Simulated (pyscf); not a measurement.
Single points on ωB97X-D3(BJ)/def2-SVP structures (PySCF, gas phase).

Estimate the classical barrier height and the reaction energy of H₂C=C=NH + H atom (H•) → •H₂C–C≡N + hydrogen (H₂) at ωB97M-D3(BJ)/def2-TZVP. The step runs on the doublet surface, breaks H–N and forms H–H; take the separated reactants as zero.

ΔE‡ = 0.23 eV, ΔE = -1.34 eV. Zero-point energy shifts the barrier by -0.07 eV. It is a hydrogen abstraction, with an imaginary mode of 1720i cm⁻¹. H₂C=C=NH lies 1.13 eV over its isomer H₃C–C≡N (electronic energy, ωB97M-D3(BJ)/def2-TZVP). This is the saddle that the search found; another between the same sides may lie lower. The angle at the transferred H is 168°.
